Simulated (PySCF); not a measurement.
# F2O2S: the cost of one run

The runs use PySCF 2.14.0, with density-fitted response routines of our own; the level of theory stands in each step. All values are computed, except where a source is named. Atoms are numbered from 0 throughout.

### 1 The molecule as given

5 atoms, charge 0, multiplicity 1; geometry from: GFN2-xTB.

Bonds of the start (Å): O0–S1 1.40, S1–O2 1.40, S1–F3 1.60, S1–F4 1.60.

### 2 Optimising the geometry at PBE0-D3(BJ)/def2-SVP

What the job is given:

```
{"job": {"xc": "PBE0", "basis": "def2-SVP", "d3": "d3bj", "grid": 1, "kind": "geom"}, "charge": 0, "multiplicity": 1}
O     -0.238308    -1.104854    -0.976647
S     -0.063892    -0.160868     0.042751
O     -0.360764    -0.376742     1.394020
F     -0.744308     1.211699    -0.413087
F      1.415895     0.433617    -0.064222
```

The run is started by

```
$ OMP_NUM_THREADS=1 python probes_run.py task.json out
```

The driver reads the jobs from task.json and runs them one after another.

Q: Estimate the wall time and peak memory of this first job on 1 thread of Intel Xeon 6975P-C, shared host.

About 13 s, with a peak of 0.33 GiB.
